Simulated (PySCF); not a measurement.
# Li2: bond curves at several levels of theory

The task here is to estimate one member of a computed series from the others.

The runs use PySCF 2.14.0; Li def2-TZVP, no relativity.

The first run:

Settings of the job:

| Quantity | Value |
| --- | --- |
| atoms | Li, Li |
| charge | 0 |
| basis | Li def2-TZVP |
| Hamiltonian | no relativity |
| basis functions | 28 |
| electrons treated | 6 |
| masses in u | 7.0160, 7.0160 |
| levels | PBE0, PBE, r²SCAN, r²SCAN0, B97-3, PW91, HSE06, HF, MP2, SCS-MP2, CCSD, CCSD(T) |
| grid | 80 radial by 434 angular points |
| occupations | held fixed by the projection of orbital angular momentum |
| dissociation limit | Li + Li, each in its ground configuration |
| starting distance in angstrom | 2.570 |
| values of 2S to try | 0, 2 |

Run with:

```console
$ OMP_NUM_THREADS=1 python dia.py task.json out
```

Among the steps run: Set-up; PBE0 along the bond; Other states along the same grid; PBE (GGA); r²SCAN; r²SCAN0 (hybrid meta-GGA); B97-3 (global hybrid GGA); PW91; HSE06; RHF; MP2 and coupled cluster.

One table of the session follows, with a row left open; its other results are not shown here.

Energy (eV) from each level's lowest point:

| R (Å) | RHF | RHF-MP2 | RHF-SCS-MP2 | RHF-CCSD | RHF-CCSD(T) |
| --- | --- | --- | --- | --- | --- |
| 2.356 | 0.185 | 0.158 | 0.157 | n/a | n/a |
| 2.466 | 0.097 | 0.079 | 0.079 | 0.063 | 0.063 |
| 2.576 | 0.040 | 0.030 | 0.030 | 0.022 | 0.022 |
| 2.658 | 0.015 | 0.009 | 0.009 | 0.005 | 0.005 |
| 2.740 | 0.002 | 0.000 | 0.000 | 0.000 | 0.000 |
| 2.822 | ? | ? | ? | ? | ? |
| 2.932 | 0.011 | 0.014 | 0.014 | 0.020 | 0.020 |
| 3.069 | 0.044 | 0.048 | 0.048 | 0.056 | 0.055 |
| 3.233 | 0.103 | 0.107 | 0.106 | 0.114 | 0.112 |
| 3.452 | 0.207 | 0.207 | 0.203 | n/a | n/a |

Q: Estimate the row for R (Å) = 2.822 from the others.

Worked estimate for «RHF». A straight line through the neighbours (2.740, 0.002) and (2.932, 0.011) gives 0.002 + (0.011 − 0.002) × (2.822 − 2.740) / (2.932 − 2.740) = 0.006; a parabola fitted to 4 rows on both sides gives 0.000.

**Answer.** RHF: 0.000; RHF-MP2: 0.001; RHF-SCS-MP2: 0.001; RHF-CCSD: 0.004; RHF-CCSD(T): 0.004. In «RHF» the line misses by +0.006 and the parabola by 0.000.
